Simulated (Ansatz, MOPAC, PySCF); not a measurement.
Species: C₂H₈N (charge +1, singlet). SMILES: CC[NH3+]
Structure (B3LYP-D3(BJ)/def2-TZVP (Ansatz, a first-principles code) minimum search):
```
C
H 1 1.0885
H 1 1.0885 2 108.90
C 1 1.5121 2 112.66 3 125.74
H 4 1.0897 1 108.70 2 -61.84
H 4 1.0914 5 107.52 1 121.26
H 4 1.0914 5 107.52 6 117.48
N 1 1.5257 2 105.87 3 -113.45
H 8 1.0230 1 111.81 2 57.76
H 8 1.0235 9 107.87 1 -122.16
H 8 1.0235 9 107.87 10 -115.68
```
Charge +1, spin multiplicity 1.

Unscaled harmonic wavenumbers (cm⁻¹) in rising order, each level at the stationary point that it reaches from this structure (no distance between atoms moves by over 0.3 Å); the order of modes can differ between levels, and a negative number is imaginary. B3LYP-D3(BJ)/def2-TZVP (PySCF, at the structure above): 215, 263, 377, 796, 818, 940, 944, 1007, 1193, 1236, 1354, 1410, 1435, 1491, 1493, 1511, 1513, 1662, 1667, 3045, 3092, 3108, 3128, 3149, 3387, 3461, 3467.

PM6 (MOPAC): 142, 178, 399, 824, 924, 975, 1019, 1097, 1127, 1200, 1212, 1215, 1231, 1248, 1298, 1323, 1545, 1549, 1554, 2611, 2646, 2672, 2677, 2684, 2695, 2732, 2776. Zero-point energy 59.4 against 67.4 kcal/mol; where all levels lie over 400 cm⁻¹, the wavenumbers are on average 0.918 times those of B3LYP-D3(BJ)/def2-TZVP.

HF/6-31G* (Ansatz): 232, 283, 404, 853, 870, 1017, 1023, 1079, 1294, 1346, 1468, 1535, 1580, 1630, 1630, 1647, 1685, 1828, 1829, 3222, 3291, 3292, 3315, 3357, 3624, 3727, 3728. Zero-point energy 72.6 against 67.4 kcal/mol; where all levels lie over 400 cm⁻¹, the wavenumbers are on average 1.081 times those of B3LYP-D3(BJ)/def2-TZVP.
